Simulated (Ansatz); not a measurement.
FH$_{3}$Si (`F[SiH3]`). Total charge 0; spin multiplicity 1.

```xyz
5

F    -1.056   -0.986   -0.586
Si    0.027    0.026    0.015
H     1.370   -0.582   -0.143
H    -0.281    0.242    1.448
H    -0.059    1.301   -0.735
```

Q: What are the harmonic wavenumbers in cm⁻¹ at PBE0-D4/def2-TZVP (Ansatz, finite differences of forces, unscaled)? (Best estimate.)

A: Ansatz gave: 722, 722, 880, 956, 956, 987, 2250, 2258, 2258.

Q: Is this a minimum?

A: Yes, all 9 modes are real.

Q: Give the ideal-gas thermochemistry at 298.15 K and 1 bar (rigid rotor, harmonic oscillator; point group C3v, symmetry number 3).

A: Zero-point energy 71.7 kJ/mol; H(298) − E = 82.7 kJ/mol; entropy 238.5 J/(mol·K), of which translation 157.7, rotation 76.5, vibration 4.3; G(298) − E = 11.5 kJ/mol.
